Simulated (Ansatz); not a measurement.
# AlNH (quartet): from Hartree-Fock to the top rungs, def2-QZVPP

One table from this session's results is given with a row withheld; the runs are named, their logs left out.

Method: def2-QZVPP, core rule «outside noble gas», up to 6 orbitals frozen; program: Ansatz 0.2.0, Gaussian basis.

Plan: UHF; ROHF; CCSD(T) on UHF.

### What is computed

The geometry is a PBE0/def2-TZVP stationary point (not a proven minimum).

3 atoms, charge 0, spin multiplicity 4.

Atoms are counted from 1 here; the program's logs count them from 0.

Bond lengths: Al1–N2 1.919 Å, Al1–H3 1.612 Å. Angles: N2–Al1–H3 112.5°.

The first run:

in.yaml

```yaml
crystal:
  periodic: [false, false, false]
  atoms:
    - {symbol: Al, position_ang: [0.000000, -0.104664, 0.617425]}
    - {symbol: N, position_ang: [0.000000, 0.107524, -1.289743]}
    - {symbol: H, position_ang: [0.000000, 1.307572, 1.394905]}
basis:
  gaussian: {orbitals: "def2-QZVPP.json"}
magnetization: {spin_polarized: true, initial_magnetization: 3}
hamiltonian: {xc: hf}
output: {orbitals: {seedname: orbitals}}
```

Launch:

```bash
$ ansatz run in.yaml --threads 1 --pin off --events-out ev --progress --plain --max-ram 2393MiB
```

Steps of the session up to this table: UHF; ROHF; CCSD(T) on UHF.

One table of the session follows, with a row left open; its other results are not shown here.

```
  method  from UCCSD(T) (kJ/mol)
    ROHF                  +622.8
     UHF                  +602.1
    UMP2                   +89.6
   UCCSD                       ?
UCCSD(T)                       0
```

Q: Estimate the row for UCCSD from the others.

**Answer.** from UCCSD(T) (kJ/mol): +20.5. In the column «from UCCSD(T) (kJ/mol)» it lies between UCCSD(T) (0) and UMP2 (+89.6).
